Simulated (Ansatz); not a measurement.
**Cu2PbSiS4 (P3₂21, No. 154; cell taken from a computed entry)**

All values below come from PBEsol in Ansatz (plane waves, PAW).

Run with plane-wave cutoff 520 eV, 6×6×4 k mesh (along the axes of the cell as run), Fermi–Dirac smearing 0.01 eV, no spin polarisation, scalar-relativistic PAW data made under PBE.

Cell: relaxed with PBEsol: a = 5.9915 Å, b = 5.9915 Å, c = 14.9928 Å, α = 90.00°, β = 90.00°, γ = 120.00°.

```
Quantity                                      Result
-------------------------------------------  -------
band gap                                     1.35 eV
smallest direct gap on the k points sampled  1.56 eV
direct gap at Γ                              1.63 eV
```

Spin–orbit coupling is not included; with these elements it can move the gap by several tenths of an eV or more.

Ansatz is a quantum-chemistry and plane-wave program.
